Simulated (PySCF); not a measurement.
Chlorine: a sound run and one with changed settings

Sound run: Cl [Ne] 3s2 3p5, Cl⁺ [Ne] 3s2 3p4. Computed with PySCF 2.14 in x2c-SVPall, with scalar relativity by spin-free X2C-1e. In the sound run the correlated levels freeze [Ne]. The sound run starts from symmetry-adapted Hartree-Fock orbitals and uses a fine grid where one is needed.

Changed run: no relativity, point nucleus. This setting is unsound on purpose.

```json
{"species": "Cl", "method": "UHF", "sound run (hartree)": "-460.71238", "changed run (hartree)": "-459.12841", "converged": "yes"}
{"species": "Cl", "method": "TPSS", "sound run (hartree)": "-461.41068", "changed run (hartree)": "-459.82778", "converged": "yes"}
{"species": "Cl", "method": "B3LYP", "sound run (hartree)": "-461.40895", "changed run (hartree)": "-459.82589", "converged": "yes"}
{"species": "Cl", "method": "MP2", "sound run (hartree)": "-460.82149", "changed run (hartree)": "-459.23748", "converged": "yes"}
{"species": "Cl", "method": "CCSD(T)", "sound run (hartree)": "-460.83918", "changed run (hartree)": "-459.25521", "converged": "yes"}
{"species": "Cl⁺", "method": "UHF", "sound run (hartree)": "-460.28006", "changed run (hartree)": "-458.69538", "converged": "yes"}
{"species": "Cl⁺", "method": "TPSS", "sound run (hartree)": "-460.93669", "changed run (hartree)": "-459.35298", "converged": "yes"}
{"species": "Cl⁺", "method": "B3LYP", "sound run (hartree)": "-460.93419", "changed run (hartree)": "-459.35040", "converged": "yes"}
{"species": "Cl⁺", "method": "MP2", "sound run (hartree)": "-460.36910", "changed run (hartree)": "-458.78445", "converged": "yes"}
{"species": "Cl⁺", "method": "CCSD(T)", "sound run (hartree)": "-460.38921", "changed run (hartree)": "-458.80462", "converged": "yes"}
```

Ionisation energy of Cl:

| method | sound run (eV) | changed run (eV) |
| --- | --- | --- |
| UHF | 11.764 | 11.783 |
| TPSS | 12.898 | 12.920 |
| B3LYP | 12.919 | 12.939 |
| MP2 | 12.310 | 12.328 |
| SCS-MP2 | 12.295 | 12.312 |
| CCSD | 12.245 | 12.262 |
| CCSD(T) | 12.244 | 12.261 |

Most of the change in total energy is the relativistic energy itself. On top of that the contraction fixes the core shape for the Hamiltonian it was made with, so the changed run is not a good calculation with the other Hamiltonian either.

For comparison, NIST gives 12.968 eV between the lowest levels.
